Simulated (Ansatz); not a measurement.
**C₄H₇NO: up Jacob's ladder to CCSD(T)**

One table from this session's results is given with a row withheld; the runs are named, their logs left out.

Program: Ansatz 0.2.0, Gaussian basis. Level of theory: functionals in def2-TZVPP, the program's frozen cores in correlated methods. These are calculated values, not measurements.

Levels to be run: LDA (SPW92), PBE-D4, revPBE-D4, BLYP-D4, r2SCAN-D4, B97M-V, PBE0-D4, B3LYP-D4, r2SCANh-D4, r2SCAN0-D4, HSE06-D4, BHLYP-D4, CAM-B3LYP-D4, LC-ωPBE, ωB97X-V, ωB97M-V, B2PLYP, PBE-QIDH; CCSD(T)/def2-SVP; CCSD(T)/def2-TZVPP; MP2/def2-QZVPP; extrapolation to the limit; RPA on PBE.

## Structure used throughout

An earlier PBE0-D4 in a triple-zeta def2 set relaxation fixed the geometry.

SMILES `O=C1CCCN1`, 13 atoms, charge 0, spin multiplicity 1.

Atoms are counted from 1 here; the program's logs count them from 0.

Bond lengths: O1–C2 1.209 Å, C2–C3 1.520 Å, C2–N6 1.361 Å, C3–C4 1.525 Å, C3–H7 1.095 Å, C3–H8 1.089 Å, C4–C5 1.533 Å, C4–H9 1.092 Å, C4–H10 1.090 Å, C5–N6 1.443 Å, C5–H11 1.092 Å, C5–H12 1.098 Å, N6–H13 1.006 Å. Angles: O1–C2–C3 127.4°, O1–C2–N6 126.0°, C3–C2–N6 106.7°, C2–C3–C4 104.4°, C2–C3–H7 107.3°, C2–C3–H8 110.5°, C4–C3–H7 112.3°, C4–C3–H8 114.7°, H7–C3–H8 107.5°, C3–C4–C5 103.8°, C3–C4–H9 109.9°, C3–C4–H10 113.8°, C5–C4–H9 109.3°, C5–C4–H10 112.1°, H9–C4–H10 107.8°, C4–C5–N6 102.3°, C4–C5–H11 112.3°, C4–C5–H12 111.4° and more.

Coordinates:

```xyz
13

O     1.1613    1.6370   -1.6197
C     0.6109    0.8954   -0.8397
C     0.2325   -0.5597   -1.0608
C    -0.1327   -1.0715    0.3280
C    -0.5662    0.1910    1.0822
N     0.1891    1.2224    0.4124
H    -0.6213   -0.5727   -1.7459
H     1.0474   -1.0966   -1.5443
H     0.7503   -1.4949    0.8119
H    -0.9105   -1.8350    0.3253
H    -0.3228    0.1430    2.1459
H    -1.6474    0.3595    0.9914
H     0.2094    2.1821    0.7132
```

Set-up of the first run:

The input, in.yaml:

```yaml
crystal:
  periodic: [false, false, false]
  atoms:
    - {symbol: O, position_ang: [1.161306, 1.637010, -1.619744]}
    - {symbol: C, position_ang: [0.610925, 0.895421, -0.839746]}
    - {symbol: C, position_ang: [0.232491, -0.559692, -1.060773]}
    - {symbol: C, position_ang: [-0.132744, -1.071543, 0.328028]}
    - {symbol: C, position_ang: [-0.566244, 0.190960, 1.082199]}
    - {symbol: N, position_ang: [0.189148, 1.222405, 0.412389]}
    - {symbol: H, position_ang: [-0.621305, -0.572673, -1.745855]}
    - {symbol: H, position_ang: [1.047421, -1.096633, -1.544279]}
    - {symbol: H, position_ang: [0.750287, -1.494947, 0.811940]}
    - {symbol: H, position_ang: [-0.910546, -1.834983, 0.325311]}
    - {symbol: H, position_ang: [-0.322784, 0.142994, 2.145936]}
    - {symbol: H, position_ang: [-1.647385, 0.359540, 0.991379]}
    - {symbol: H, position_ang: [0.209441, 2.182133, 0.713223]}
basis:
  gaussian: {orbitals: def2-TZVPP}
hamiltonian: {xc: lda}
output: {orbitals: {seedname: orbitals}}
```

Started as:

```bash
> ansatz run in.yaml --threads 4 --pin off --events-out ev --progress --plain --max-ram 10444MiB
```

Steps of the session up to this table: LDA; PBE-D4 (GGA); revPBE-D4 (GGA); BLYP-D4 (GGA); r2SCAN-D4 (meta-GGA); B97M-V (meta-GGA); PBE0-D4 (hybrid); B3LYP-D4 (hybrid); r2SCANh-D4 (hybrid); r2SCAN0-D4 (hybrid); HSE06-D4 (hybrid); BHLYP-D4 (hybrid); CAM-B3LYP-D4 (range-separated); LC-ωPBE (range-separated); ωB97X-V (range-separated); ωB97M-V (range-separated); B2PLYP (double hybrid); PBE-QIDH (double hybrid).

One table of the session follows, with a row left open; its other results are not shown here.

It belongs to the step «Orbital energies across the functionals». 

| functional | HOMO (eV) | LUMO (eV) | gap (eV) |
| --- | --- | --- | --- |
| LDA (SPW92) | -5.68 | -0.47 | 5.21 |
| PBE-D4 | -5.50 | -0.23 | 5.27 |
| revPBE-D4 | -5.43 | -0.14 | 5.28 |
| BLYP-D4 | -5.41 | -0.14 | 5.27 |
| r2SCAN-D4 | -5.81 | 0.05 | 5.86 |
| B97M-V | -5.95 | 0.11 | 6.07 |
| PBE0-D4 | -7.09 | 0.84 | 7.93 |
| B3LYP-D4 | -6.85 | 0.53 | 7.38 |
| r2SCANh-D4 | -6.41 | 0.45 | 6.85 |
| r2SCAN0-D4 | -7.31 | 1.04 | 8.34 |
| HSE06-D4 | -6.68 | 0.46 | 7.14 |
| BHLYP-D4 | -8.55 | 1.48 | 10.02 |
| CAM-B3LYP-D4 | ? | ? | ? |
| LC-ωPBE | -9.86 | 2.97 | 12.83 |
| ωB97X-V | -9.53 | 2.76 | 12.30 |
| ωB97M-V | -9.48 | 2.31 | 11.79 |

Estimate the missing values for CAM-B3LYP-D4.

As computed: HOMO (eV): -8.54; LUMO (eV): 1.65; gap (eV): 10.19. In the column «HOMO (eV)» it lies between BHLYP-D4 (-8.55) and r2SCAN0-D4 (-7.31).
